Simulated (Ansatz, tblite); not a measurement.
# The cluster Si₃Ge: removing and adding an electron

What does removing or adding an electron cost or gain for the cluster Si₃Ge? Each charged state is run at several levels.

Method: as each input shows; program: Ansatz 0.2.0, Gaussian basis.

Plan: charge +1 doublet, at the geometry of the singlet (PBE0-D4/def2-TZVP, PBE-D4/def2-TZVP, r2SCAN-D4/def2-TZVP, CCSD(T)/def2-TZVPP); charge -1 doublet, at the geometry of the singlet (PBE0-D4/def2-TZVPD, PBE-D4/def2-TZVPD, r2SCAN-D4/def2-TZVPD); the starting singlet's energies come from earlier runs.

### Step 1. The structure

The geometry is that of the singlet, from an earlier relaxation (r2SCAN-D4/def2-SVP). At that level it is the lowest of the isomers that a small search found.

4 atoms, charge 0, spin multiplicity 1.

Atoms are counted from 1 here; the program's logs count them from 0.

Bond lengths: Si1–Si2 2.318 Å, Si1–Ge4 2.390 Å, Si2–Si3 2.319 Å, Si3–Ge4 2.390 Å. Angles: Si2–Si1–Ge4 118.3°, Si1–Si2–Si3 62.7°, Si2–Si3–Ge4 118.3°, Si1–Ge4–Si3 60.6°.

Geometry (Å):

```
Si    0.9500    0.7437    0.0087
Si   -1.2051    1.5963   -0.0456
Si   -0.9752   -0.7106   -0.0175
Ge    1.2303   -1.6294    0.0544
```

### Step 2. Charge +1 doublet at the fixed geometry, first pass, PBE0-D4/def2-SVP

Input file in.yaml:

```yaml
crystal:
  periodic: [false, false, false]
  atoms:
    - {symbol: Si, position_ang: [0.950027, 0.743682, 0.008668]}
    - {symbol: Si, position_ang: [-1.205105, 1.596335, -0.045637]}
    - {symbol: Si, position_ang: [-0.975164, -0.710625, -0.017463]}
    - {symbol: Ge, position_ang: [1.230252, -1.629393, 0.054422]}
basis:
  gaussian: {orbitals: def2-SVP}
total_charge: 1
magnetization: {spin_polarized: true, initial_magnetization: 1}
hamiltonian: {xc: pbe0, dispersion: d4}
output: {orbitals: {seedname: orbitals}}
```

Started as:

```
> ansatz run in.yaml --threads 4 --pin off --events-out ev --progress --plain --max-ram 3916MiB
```

The log of the run:

```text
Functional definition: PBE0
  name "PBE0"
  cite "Adamo & Barone, J. Chem. Phys. 110, 6158 (1999) doi:10.1063/1.478522"
  cite "Perdew, Burke & Ernzerhof, Phys. Rev. Lett. 77, 3865 (1996) doi:10.1103/PhysRevLett.77.3865"
  parent pbe
  parameter a = 0.25
  parameter kappa = 0.804
  parameter beta = 0.06672455060314922
  exchange = (1 - a)*pbe_x(kappa = kappa, mu = beta*pi^2/3) + a*exact_x
  correlation = pbe_c(beta = beta)
814 factors; integrals over basis functions are off by at most 1.2e-3 eV
mean field evaluation 1: about -80106.0181 eV, gradient 2.1e1 eV
mean field evaluation 2: about -80098.9351 eV, gradient 3.6e1 eV
mean field evaluation 4: about -80109.1036 eV, gradient 7.5e0 eV
mean field evaluation 8: about -80109.6114 eV, gradient 2.2e-1 eV
mean field evaluation 16: about -80109.6171 eV, gradient 5.5e-2 eV
mean field evaluation 32: about -80109.6177 eV, gradient 2.5e-4 eV
mean field evaluation 64: about -80109.4979 eV, gradient 1.2e0 eV
mean field -80109.61770580 eV, -2943.9741504391 hartree, gradient 6.8e-6 eV, S^2 0.762795; 7 other end points of the search recorded, 0 dependent functions left out
reference -80109.61772779 eV, -2943.9741512471 hartree; 37, 36 occupied and 49, 50 virtual orbitals, 814 factors
Total energy: -80109.82546413 eV, -2943.9817854166 hartree
```

Run time: 11 s. Hardware: 4 threads of Arm Neoverse N1, shared host.

From the report: HOMO -11.46 eV, LUMO -9.95 eV (over both spins); ⟨S²⟩ 0.763 (pure: 0.75).

### Step 3. Charge +1 doublet at the fixed geometry, PBE0-D4/def2-TZVP

start.molden holds the orbitals of an earlier run on this state, given as this run's starting guess.

Edit in.yaml of step 2 so:

```diff
@@ -8,3 +8,3 @@
 basis:
-  gaussian: {orbitals: def2-SVP}
+  gaussian: {orbitals: def2-TZVP, initial_orbitals: start.molden}
 total_charge: 1
@@ -12,2 +12,3 @@
 hamiltonian: {xc: pbe0, dispersion: d4}
+scf: {omitted_lower_state_checks: [starts]}
 output: {orbitals: {seedname: orbitals}}
```

The command is unchanged.

The log of the run:

```text
Functional definition: PBE0
  name "PBE0"
  cite "Adamo & Barone, J. Chem. Phys. 110, 6158 (1999) doi:10.1063/1.478522"
  cite "Perdew, Burke & Ernzerhof, Phys. Rev. Lett. 77, 3865 (1996) doi:10.1103/PhysRevLett.77.3865"
  parent pbe
  parameter a = 0.25
  parameter kappa = 0.804
  parameter beta = 0.06672455060314922
  exchange = (1 - a)*pbe_x(kappa = kappa, mu = beta*pi^2/3) + a*exact_x
  correlation = pbe_c(beta = beta)
these checks for a lower state are left out or cut short: starts
1205 factors; their error is unknown
mean field evaluation 1: about -80122.6128 eV, gradient 1.1e2 eV
mean field evaluation 2: about -80124.5424 eV, gradient 2.9e0 eV
mean field evaluation 4: about -80124.9677 eV, gradient 1.2e-1 eV
mean field evaluation 8: about -80124.9679 eV, gradient 5.7e-5 eV
mean field -80124.96789732 eV, -2944.5382595726 hartree, gradient 6.4e-6 eV, S^2 0.764582; 0 other end points of the search recorded, 0 dependent functions left out
reference -80124.96792199 eV, -2944.5382604792 hartree; 37, 36 occupied and 122, 123 virtual orbitals, 1205 factors
Total energy: -80125.17565833 eV, -2944.5458946488 hartree
Checks for a lower state left out: starts
```

It took 18 s on 4 threads of Arm Neoverse N1, shared host; peak memory 0.87 GiB.

Report: HOMO -11.32 eV, LUMO -9.77 eV (over both spins); ⟨S²⟩ 0.765 (pure: 0.75).

### Step 4. Charge +1 doublet at the fixed geometry, PBE-D4/def2-TZVP

Edit in.yaml of step 3 so:

```diff
@@ -11,3 +11,3 @@
 magnetization: {spin_polarized: true, initial_magnetization: 1}
-hamiltonian: {xc: pbe0, dispersion: d4}
+hamiltonian: {xc: pbe, dispersion: d4}
 scf: {omitted_lower_state_checks: [starts]}
```

Same command.

The log of the run:

```text
Functional definition: PBE
  name "PBE"
  cite "Perdew, Burke & Ernzerhof, Phys. Rev. Lett. 77, 3865 (1996) doi:10.1103/PhysRevLett.77.3865"
  parent pbe
  parameter kappa = 0.804
  parameter beta = 0.06672455060314922
  exchange = pbe_x(kappa = kappa, mu = beta*pi^2/3)
  correlation = pbe_c(beta = beta)
these checks for a lower state are left out or cut short: starts
1114 factors; their error is unknown
mean field evaluation 1: about -80121.9303 eV, gradient 9.0e0 eV
mean field evaluation 2: about -80122.0428 eV, gradient 1.6e-1 eV
mean field evaluation 4: about -80122.0147 eV, gradient 2.9e-2 eV
mean field evaluation 8: about -80122.0147 eV, gradient 2.4e-5 eV
mean field -80122.01467923 eV, -2944.4297308098 hartree, gradient 9.1e-6 eV, S^2 0.755402; 0 other end points of the search recorded, 0 dependent functions left out
reference -80122.01471208 eV, -2944.4297320168 hartree; 37, 36 occupied and 122, 123 virtual orbitals, 1114 factors
Total energy: -80122.25929529 eV, -2944.4387202840 hartree
Checks for a lower state left out: starts
```

Wall time 6 s (4 threads of Arm Neoverse N1, shared host).

Report: HOMO -10.56 eV, LUMO -10.40 eV (over both spins); ⟨S²⟩ 0.755 (pure: 0.75).

### Step 5. Charge +1 doublet at the fixed geometry, r2SCAN-D4/def2-TZVP

Edit in.yaml of step 4 so:

```diff
@@ -11,3 +11,3 @@
 magnetization: {spin_polarized: true, initial_magnetization: 1}
-hamiltonian: {xc: pbe, dispersion: d4}
+hamiltonian: {xc: r2scan, dispersion: d4}
 scf: {omitted_lower_state_checks: [starts]}
```

Launched as before.

The log of the run (excerpt; [...] marks lines left out):

```text
Functional definition: r2SCAN
  name "r2SCAN"
  cite "Furness, Kaplan, Ning, Perdew & Sun, J. Phys. Chem. Lett. 11, 8208 (2020) doi:10.1021/acs.jpclett.0c02405"
  cite "Furness, Kaplan, Ning, Perdew & Sun, J. Phys. Chem. Lett. 11, 9248 (2020) doi:10.1021/acs.jpclett.0c03077"
  parent r2scan
[...]
1114 factors; their error is unknown
[...]
mean field -80139.50284062 eV, -2945.0724088866 hartree, gradient 9.8e-6 eV, S^2 0.762841; 0 other end points of the search recorded, 0 dependent functions left out
reference -80139.50285406 eV, -2945.0724093806 hartree; 37, 36 occupied and 122, 123 virtual orbitals, 1114 factors
Total energy: -80139.54769490 eV, -2945.0740572511 hartree
Checks for a lower state left out: starts
```

It took 30 s on 4 threads of Arm Neoverse N1, shared host.

HOMO -10.69 eV, LUMO -10.36 eV (over both spins); ⟨S²⟩ 0.763 (pure: 0.75).

### Step 6. Charge +1 doublet at the fixed geometry, CCSD(T)/def2-TZVPP

Edit in.yaml of step 5 so:

```diff
@@ -8,7 +8,7 @@
 basis:
-  gaussian: {orbitals: def2-TZVP, initial_orbitals: start.molden}
+  gaussian: {orbitals: def2-TZVPP, initial_orbitals: start.molden}
 total_charge: 1
 magnetization: {spin_polarized: true, initial_magnetization: 1}
-hamiltonian: {xc: r2scan, dispersion: d4}
-scf: {omitted_lower_state_checks: [starts]}
+correlation: {method: ccsd_t}
+scf: {omitted_lower_state_checks: [starts, cluster_reference]}
 output: {orbitals: {seedname: orbitals}}
```

Launched as before.

The log of the run (excerpt; [...] marks lines left out):

```text
Functional definition: HF
  name "HF"
  cite "Fock, Z. Phys. 61, 126 (1930) doi:10.1007/BF01340294"
  parent pbe
[...]
1086 factors; integrals over basis functions are off by at most 1.1e-3 eV
[...]
mean field -80051.62837069 eV, -2941.8430816805 hartree, gradient 6.1e-6 eV, S^2 1.119612; 0 other end points of the search recorded, 0 dependent functions left out
24 core orbitals not correlated: weight in the atoms' cores, before any rotation towards them, 1.000 or more for the frozen orbitals, at most 0.000 for the correlated occupied ones
reference -80051.62837069 eV, -2941.8430816805 hartree; 13, 12 occupied and 137, 138 virtual orbitals, 1086 factors
second order -13.69957782 eV of doubles, -0.00000000 eV of singles
cycle   1  -13.47614964 eV  change    2.2e-1 eV  update   1.5e-1
[...]
cycle  25  -14.34785653 eV  change    1.3e-6 eV  update   7.6e-6
perturbative correction -1.09606107 eV, -0.0402795015 hartree
Total energy: -80067.07228830 eV, -2942.4106351843 hartree
Checks for a lower state left out: starts, cluster_reference
```

Wall time 3 min (4 threads of Arm Neoverse N1, shared host); peak memory 3.1 GiB.

Report: Hartree-Fock HOMO -13.22 eV, LUMO -6.08 eV (over both spins); ⟨S²⟩ 1.120 (pure: 0.75); T1 0.058. Doubts: large T1 diagnostic, spin contamination.

### Step 7. Vertical ionisation energy

Charged state less starting state, singlet to doublet; the starting state's energies are those of its earlier runs.

| level | vertical ionisation energy (eV) | time |
| --- | --- | --- |
| HF/def2-TZVPP† | +7.04 |  |
| PBE-D4/def2-TZVP | +7.94 | 8.3 s |
| r2SCAN-D4/def2-TZVP | +8.03 | 36 s |
| PBE0-D4/def2-TZVP | +8.07 | 21 s |
| MP2/def2-TZVPP† | +8.66 |  |
| CCSD/def2-TZVPP† | +8.12 |  |
| CCSD(T)/def2-TZVPP† | +8.23 | 3.6 min |

Times add the two runs; a level without a time comes out of a correlated run. † marks a level with a doubtful state (flagged, unstable, out of aufbau order, or strongly spin-contaminated); such levels are left out of the summary. CCSD(T)/def2-TZVPP is no safe reference here (large T1 diagnostic, spin contamination).

Beside −ε(HOMO) of the starting state:

| level | −ε(HOMO) (eV) | by difference (eV) | mismatch (eV) |
| --- | --- | --- | --- |
| PBE-D4/def2-TZVP | 5.45 | 7.94 | -2.48 |
| r2SCAN-D4/def2-TZVP | 5.67 | 8.03 | -2.36 |
| PBE0-D4/def2-TZVP | 6.34 | 8.07 | -1.73 |

### Step 8. Charge -1 doublet at the fixed geometry, first pass, PBE0-D4/def2-SVP

Edit in.yaml of step 6 so:

```diff
@@ -8,7 +8,6 @@
 basis:
-  gaussian: {orbitals: def2-TZVPP, initial_orbitals: start.molden}
-total_charge: 1
+  gaussian: {orbitals: def2-SVP}
+total_charge: -1
 magnetization: {spin_polarized: true, initial_magnetization: 1}
-correlation: {method: ccsd_t}
-scf: {omitted_lower_state_checks: [starts, cluster_reference]}
+hamiltonian: {xc: pbe0, dispersion: d4}
 output: {orbitals: {seedname: orbitals}}
```

Same command.

The log of the run:

```text
Functional definition: PBE0
  name "PBE0"
  cite "Adamo & Barone, J. Chem. Phys. 110, 6158 (1999) doi:10.1063/1.478522"
  cite "Perdew, Burke & Ernzerhof, Phys. Rev. Lett. 77, 3865 (1996) doi:10.1103/PhysRevLett.77.3865"
  parent pbe
  parameter a = 0.25
  parameter kappa = 0.804
  parameter beta = 0.06672455060314922
  exchange = (1 - a)*pbe_x(kappa = kappa, mu = beta*pi^2/3) + a*exact_x
  correlation = pbe_c(beta = beta)
814 factors; integrals over basis functions are off by at most 1.2e-3 eV
mean field evaluation 1: about -80119.6100 eV, gradient 8.8e0 eV
mean field evaluation 2: about -80119.6393 eV, gradient 8.7e0 eV
mean field evaluation 4: about -80119.8981 eV, gradient 1.1e0 eV
mean field evaluation 8: about -80119.9152 eV, gradient 4.2e-2 eV
mean field evaluation 16: about -80119.9152 eV, gradient 1.0e-4 eV
mean field -80119.91523101 eV, -2944.3525775106 hartree, gradient 5.1e-5 eV, S^2 0.775725; 2 other end points of the search recorded, 0 dependent functions left out
reference -80119.91525417 eV, -2944.3525783618 hartree; 38, 37 occupied and 48, 49 virtual orbitals, 814 factors
Total energy: -80120.14630227 eV, -2944.3610692227 hartree
```

Run time: 3.3 s. Hardware: 4 threads of Arm Neoverse N1, shared host.

From the report: HOMO -0.42 eV, LUMO 1.91 eV (over both spins); ⟨S²⟩ 0.776 (pure: 0.75).

### Step 9. Charge -1 doublet at the fixed geometry, PBE0-D4/def2-TZVPD

Edit in.yaml of step 8 so:

```diff
@@ -8,3 +8,3 @@
 basis:
-  gaussian: {orbitals: def2-SVP}
+  gaussian: {orbitals: def2-TZVPD, initial_orbitals: start.molden}
 total_charge: -1
@@ -12,2 +12,3 @@
 hamiltonian: {xc: pbe0, dispersion: d4}
+scf: {omitted_lower_state_checks: [starts]}
 output: {orbitals: {seedname: orbitals}}
```

Same command.

The log of the run:

```text
Functional definition: PBE0
  name "PBE0"
  cite "Adamo & Barone, J. Chem. Phys. 110, 6158 (1999) doi:10.1063/1.478522"
  cite "Perdew, Burke & Ernzerhof, Phys. Rev. Lett. 77, 3865 (1996) doi:10.1103/PhysRevLett.77.3865"
  parent pbe
  parameter a = 0.25
  parameter kappa = 0.804
  parameter beta = 0.06672455060314922
  exchange = (1 - a)*pbe_x(kappa = kappa, mu = beta*pi^2/3) + a*exact_x
  correlation = pbe_c(beta = beta)
these checks for a lower state are left out or cut short: starts
1314 factors; their error is unknown
mean field evaluation 1: about -80132.9425 eV, gradient 1.1e2 eV
mean field evaluation 2: about -80134.8530 eV, gradient 2.8e0 eV
mean field evaluation 4: about -80135.1928 eV, gradient 1.8e-1 eV
mean field evaluation 8: about -80135.1932 eV, gradient 2.4e-5 eV
mean field -80135.19319897 eV, -2944.9140324772 hartree, gradient 2.4e-5 eV, S^2 0.776340; 0 other end points of the search recorded, 0 dependent functions left out
reference -80135.19322644 eV, -2944.9140334868 hartree; 38, 37 occupied and 145, 146 virtual orbitals, 1314 factors
Total energy: -80135.42427454 eV, -2944.9225243477 hartree
Checks for a lower state left out: starts
```

It took 9.5 s on 4 threads of Arm Neoverse N1, shared host; peak memory 0.75 GiB.

Report: HOMO -0.59 eV, LUMO 1.65 eV (over both spins); ⟨S²⟩ 0.776 (pure: 0.75).

### Step 10. Charge -1 doublet at the fixed geometry, PBE-D4/def2-TZVPD

Edit in.yaml of step 9 so:

```diff
@@ -11,3 +11,3 @@
 magnetization: {spin_polarized: true, initial_magnetization: 1}
-hamiltonian: {xc: pbe0, dispersion: d4}
+hamiltonian: {xc: pbe, dispersion: d4}
 scf: {omitted_lower_state_checks: [starts]}
```

The command is unchanged.

The log of the run:

```text
Functional definition: PBE
  name "PBE"
  cite "Perdew, Burke & Ernzerhof, Phys. Rev. Lett. 77, 3865 (1996) doi:10.1103/PhysRevLett.77.3865"
  parent pbe
  parameter kappa = 0.804
  parameter beta = 0.06672455060314922
  exchange = pbe_x(kappa = kappa, mu = beta*pi^2/3)
  correlation = pbe_c(beta = beta)
these checks for a lower state are left out or cut short: starts
1198 factors; their error is unknown
mean field evaluation 1: about -80131.9390 eV, gradient 9.1e0 eV
mean field evaluation 2: about -80132.0566 eV, gradient 1.8e-1 eV
mean field evaluation 4: about -80132.0438 eV, gradient 1.5e-3 eV
mean field -80132.04384586 eV, -2944.7982958854 hartree, gradient 1.8e-5 eV, S^2 0.760638; 0 other end points of the search recorded, 0 dependent functions left out
reference -80132.04388146 eV, -2944.7982971935 hartree; 38, 37 occupied and 145, 146 virtual orbitals, 1198 factors
Total energy: -80132.31589057 eV, -2944.8082933438 hartree
Checks for a lower state left out: starts
```

Run time: 6 s. Hardware: 4 threads of Arm Neoverse N1, shared host.

Report: HOMO 0.17 eV, LUMO 0.93 eV (over both spins); ⟨S²⟩ 0.761 (pure: 0.75). Doubts: highest occupied level lies above zero.

### Step 11. Charge -1 doublet at the fixed geometry, r2SCAN-D4/def2-TZVPD

Edit in.yaml of step 10 so:

```diff
@@ -11,3 +11,3 @@
 magnetization: {spin_polarized: true, initial_magnetization: 1}
-hamiltonian: {xc: pbe, dispersion: d4}
+hamiltonian: {xc: r2scan, dispersion: d4}
 scf: {omitted_lower_state_checks: [starts]}
```

Launched as before.

The log of the run:

```text
Functional definition: r2SCAN
  name "r2SCAN"
  cite "Furness, Kaplan, Ning, Perdew & Sun, J. Phys. Chem. Lett. 11, 8208 (2020) doi:10.1021/acs.jpclett.0c02405"
  cite "Furness, Kaplan, Ning, Perdew & Sun, J. Phys. Chem. Lett. 11, 9248 (2020) doi:10.1021/acs.jpclett.0c03077"
  parent r2scan
  parameter k0 = 0.174
  parameter k1 = 0.065
  parameter a1 = 4.9479
  exchange = r2scan_x(k0 = k0, k1 = k1, a1 = a1)
  correlation = r2scan_c
these checks for a lower state are left out or cut short: starts
1198 factors; their error is unknown
mean field evaluation 1: about -80149.7969 eV, gradient 6.3e0 eV
mean field evaluation 2: about -80149.8466 eV, gradient 9.6e-2 eV
mean field evaluation 4: about -80149.8355 eV, gradient 2.4e-4 eV
mean field -80149.83549583 eV, -2945.4521269621 hartree, gradient 1.6e-5 eV, S^2 0.781315; 0 other end points of the search recorded, 0 dependent functions left out
reference -80149.83551614 eV, -2945.4521277084 hartree; 38, 37 occupied and 145, 146 virtual orbitals, 1198 factors
Total energy: -80149.88540401 eV, -2945.4539610540 hartree
Checks for a lower state left out: starts
```

It took 15 s on 4 threads of Arm Neoverse N1, shared host.

HOMO -0.14 eV, LUMO 1.18 eV (over both spins); ⟨S²⟩ 0.781 (pure: 0.75).

### Step 12. Vertical electron affinity

Starting state less charged state (positive: the electron is bound), singlet to doublet; the starting state's energies are those of its earlier runs.

| level | vertical electron affinity (eV) | time |
| --- | --- | --- |
| PBE-D4/def2-TZVPD | +2.08 | 9.2 s |
| r2SCAN-D4/def2-TZVPD | +2.28 | 23 s |
| PBE0-D4/def2-TZVPD | +2.14 | 15 s |

Times add the two runs; a level without a time comes out of a correlated run.

Beside −ε(LUMO) of the starting state:

| level | −ε(LUMO) (eV) | by difference (eV) | mismatch (eV) |
| --- | --- | --- | --- |
| PBE-D4/def2-TZVPD | 4.32 | 2.08 | +2.24 |
| r2SCAN-D4/def2-TZVPD | 4.34 | 2.28 | +2.07 |
| PBE0-D4/def2-TZVPD | 3.67 | 2.14 | +1.53 |

### Step 13. Outcome

| quantity | value |
| --- | --- |
| vertical ionisation energy, functionals in def2-TZVP | 7.94 (PBE-D4) to 8.07 eV (PBE0-D4) |
| vertical electron affinity, functionals in def2-TZVPD | 2.08 (PBE-D4) to 2.28 eV (r2SCAN-D4) |

**Reading.** The vertical ionisation energy spans 7.94 to 8.07 eV over the functionals. −ε(HOMO) misses the level's own difference by -1.73 eV at best (PBE0-D4) and -2.48 eV at worst (PBE-D4). The vertical electron affinity spans 2.08 to 2.28 eV over the functionals. −ε(LUMO) misses the level's own difference by +1.53 eV at best (PBE0-D4) and +2.24 eV at worst (PBE-D4).

The anion's highest level is positive in at least one run, so there the basis alone may hold the extra electron.
